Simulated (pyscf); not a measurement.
This saddle point was located with ωB97X-D3(BJ)/def2-SVP in PySCF.

```xyz
4

C      0.2743    -0.4599     0.3955
O      1.1874     0.4408     0.2369
H      1.0283    -0.0402     1.2959
H     -0.3055    -0.7084    -0.5335
```

Surface: singlet, charge 0. Lowest wavenumbers (cm⁻¹): 2115i, 752, 1344, 1531, 2699.

### Question
Name the species on either side of this saddle.

### Answer
`[CH2]=[O]` <-> `[CH][OH]` [singlet], a hydrogen shift read from left to right: C–H broken and H–O formed. At CCSD(T)/def2-TZVPP + ΔMP2(QZVPP) it lies +85.9 kcal/mol from the left side and +34.5 kcal/mol from the right (each side as separated species at their lowest minima found). One saddle was located; it need not be the lowest between these sides. The CCSD(T) − MP2 part came from Ansatz, without density fitting, on the same reference.
